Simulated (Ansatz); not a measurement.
# PH (triplet): from Hartree-Fock to the top rungs at distance P1–H2 = 3.193 Å, aug-cc-pVDZ

How much of the correlation energy of PH (triplet) does each wave-function method recover here?

Program: Ansatz 0.2.0, Gaussian basis. Level of theory: aug-cc-pVDZ, core rule «outside noble gas», up to 5 orbitals frozen. These are calculated values, not measurements.

The runs, in order: UHF; CCSD(T) on ROHF; CCSD(T) on UHF; BCCD(T) on ROHF; CISD; CCSDT(Q) on ROHF; CCSDT(Q) on UHF; CASSCF and MRCISD+Q, 4 electrons in 4 orbitals; CASSCF and NEVPT2, 4 electrons in 4 orbitals; CASSCF and MRCISD+Q, 6 electrons in 5 orbitals; CASSCF and NEVPT4(SD), 6 electrons in 5 orbitals; CASSCF and NEVPT2, 6 electrons in 5 orbitals; Full CI.

19 further runs of the same task are left out: 1 for a known fault of the program, 16 that didn't finish, 2 set aside as unsound or not needed.

## Step 1: What is computed

The geometry derives from a PBE0/def2-TZVP stationary point (not a proven minimum). One bond is set to the value named and the two fragments are kept rigid.

2 atoms, charge 0, spin multiplicity 3.

Atoms are counted from 1 here; the program's logs count them from 0.

No contacts short enough for the rule that draws bonds.

## Step 2: UHF

File in.yaml:

```yaml
crystal:
  periodic: [false, false, false]
  atoms:
    - {symbol: P, position_ang: [0.000000, 0.000000, 0.000000]}
    - {symbol: H, position_ang: [0.000000, 0.000000, 3.193000]}
basis:
  gaussian: {orbitals: aug-cc-pVDZ}
magnetization: {spin_polarized: true, initial_magnetization: 2}
hamiltonian: {xc: hf}
output: {orbitals: {seedname: orbitals}}
```

On the command line:

```sh
$ ansatz run in.yaml --threads 1 --pin off --events-out ev --progress --plain --max-ram 2393MiB
```

The runs that follow: CCSD(T) on ROHF; CCSD(T) on UHF; BCCD(T) on ROHF; CISD; CCSDT(Q) on ROHF; CCSDT(Q) on UHF; CASSCF and MRCISD+Q, 4 electrons in 4 orbitals; CASSCF and NEVPT2, 4 electrons in 4 orbitals; CASSCF and MRCISD+Q, 6 electrons in 5 orbitals; CASSCF and NEVPT4(SD), 6 electrons in 5 orbitals; CASSCF and NEVPT2, 6 electrons in 5 orbitals; Full CI.

Before running them: what should the planned runs give, taken together? Wanted: FCI below the RHF energy; RMP2 from FCI; UMP2 from FCI; RCCSD from FCI; RCCSD(T) from FCI; UCCSD(T) from FCI; RCCSDT(Q) from FCI; UCCSDT(Q) from FCI; NEVPT2 pair from FCI.

As calculated:

```
                         quantity                                                               value
         FCI below the RHF energy                                                          -4.9536 eV
                    RMP2 from FCI                                                       +226.8 kJ/mol
                    UMP2 from FCI                                                        +58.0 kJ/mol
                   RCCSD from FCI                                                        +15.2 kJ/mol
                RCCSD(T) from FCI                                                         +2.2 kJ/mol
                UCCSD(T) from FCI                                                         +4.3 kJ/mol
               RCCSDT(Q) from FCI                                                         -0.5 kJ/mol
               UCCSDT(Q) from FCI                                                         +0.3 kJ/mol
             NEVPT2 pair from FCI                                                        +51.1 kJ/mol
           MRCISD+Q pair from FCI                                                         -5.0 kJ/mol
          NEVPT2 valence from FCI                                                        +52.7 kJ/mol
levels within 1 kcal/mol (43 meV)  RCCSD(T), RCCSDT, UCCSDT, RCCSDT(Q), UCCSDT(Q), NEVPT4(SD) valence
                    T1 diagnostic                                                               0.308
   effectively unpaired electrons                                                                3.78
```

In words: RCCSD(T) lands +2.2 kJ/mol from the yardstick (0.5 % of the correlation energy). CCSD(T) misses by +2.2 kJ/mol on the restricted determinant and by +4.3 kJ/mol on the unrestricted one; the two need not hold the same state or core. RCCSDT(Q), MRCISD+Q pair, NEVPT4(SD) valence, MRCISD+Q valence fall below full CI, which methods that aren't variational can do. The occupations show strong static correlation (3.8 unpaired electrons where one determinant has 2). Coupled cluster on one determinant still stays close here. Of the multireference levels listed NEVPT4(SD) valence comes nearest in total energy (-0.7 kJ/mol), which doesn't show that its space is the better one. Coupled cluster took another determinant than the lowest Hartree-Fock one. These misses are within one basis, not against nature; the frozen cores of restricted and unrestricted runs differ, which can shift their rows.
